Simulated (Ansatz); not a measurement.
A calculation on zinc-blende BP returned lattice constant a 4.494 Å, bulk modulus 190 GPa, cohesive energy 5.26 eV/atom.

For reference: lattice constant a 4.525 Å (measured, static lattice: zero-point anharmonic expansion removed; as tabulated in Mejia-Rodriguez and Trickey (2018), arXiv:1807.09216); bulk modulus 176 GPa (measured, 0 K, zero-point effect removed, our sources range from 168 to 176; as tabulated in Goldzak et al. (2022), arXiv:2208.04865); cohesive energy 5.14 eV/atom (measured, static lattice: zero-point vibration energy added, our sources range from 5.14 to 5.20; as tabulated in Mejia-Rodriguez and Trickey (2018), arXiv:1807.09216).

Question: Which level of theory produced these numbers?
(A) PBE-D4 (Ansatz, an electronic-structure program)
(B) LC-ωPBE (Ansatz)
(C) B3LYP (VWN-RPA form) (Ansatz)
(D) BLYP (Ansatz)

Answer: B, LC-ωPBE (Ansatz)

The others give: PBE-D4 4.504 Å, 171 GPa, 5.65 eV/atom; B3LYP (VWN-RPA form) 4.561 Å, 162 GPa, 4.81 eV/atom; BLYP 4.595 Å, 148 GPa, 4.70 eV/atom.

Unless a cell is named, each level is at its own relaxed cell (B3LYP (VWN-RPA form) 11.86, BLYP 12.13, LC-ωPBE 11.34, PBE-D4 11.42 Å³/atom).

Ansatz's density-functional and Hartree–Fock values are scalar-relativistic unless marked +SOC, with PAW data made under PBE.
